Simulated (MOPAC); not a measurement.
MOPAC input (PM6):

```
PM6 1SCF UHF MS=0.5 GEO-OK AUX(PRECISION=9) THREADS=1
C6H5

C    -0.00006527 1    1.39141257 1   -0.00447394 1
C     1.22077397 1    0.76913671 1   -0.00304165 1
C     1.20886106 1   -0.62966963 1    0.00146165 1
C     0.00006185 1   -1.31836914 1    0.00423908 1
C    -1.20880197 1   -0.62977943 1    0.00258798 1
C    -1.22084613 1    0.76902582 1   -0.00190415 1
H     2.15354861 1    1.31848741 1   -0.00524246 1
H     2.14579117 1   -1.17328202 1    0.00277323 1
H     0.00011262 1   -2.40056166 1    0.00771875 1
H    -2.14568108 1   -1.17347691 1    0.00477252 1
H    -2.15367231 1    1.31829180 1   -0.00323583 1
```

**Question.** What heat of formation does the run end on, and which ionisation energy by Koopmans theorem?

**Answer.** 72.74 kcal/mol; 9.82 eV.

The determinant is spin-contaminated: <S^2> is 0.89 against 0.75 for a pure state.
